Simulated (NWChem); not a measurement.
# Total energies of FLi

```
F
Li 1 1.5290
```
Charge 0, spin multiplicity 1.

Everything below was run with NWChem. All single points use one geometry, from B3LYP/def2-SVP, a minimum by its harmonic frequencies.

Basis set: cc-pVQZ (110 functions).

| method | total energy (Ha) | relative cost |
|---|---|---|
| RHF | -106.99050 | 1 |
| MP2 | -107.31201 | under 3 |
| B2PLYP | -107.42171 | under 3 |
| PBE | -107.35460 | under 3 |
| B3LYP | -107.48325 | under 3 |
| PBE0 | -107.35541 | under 3 |
| CCSD(T) | -107.31948 | 60 |

Total energies of different functionals aren't comparable as a measure of quality: only differences taken within one method are. Relative cost: rough, from shared machines, SCF included, RHF = 1.

The correlated methods keep 1 core orbital frozen. B3LYP has NWChem's definition, with VWN1-RPA local correlation. The structure started from a generated list of species. Coupled-cluster values serve here as a point of comparison, not as the truth.
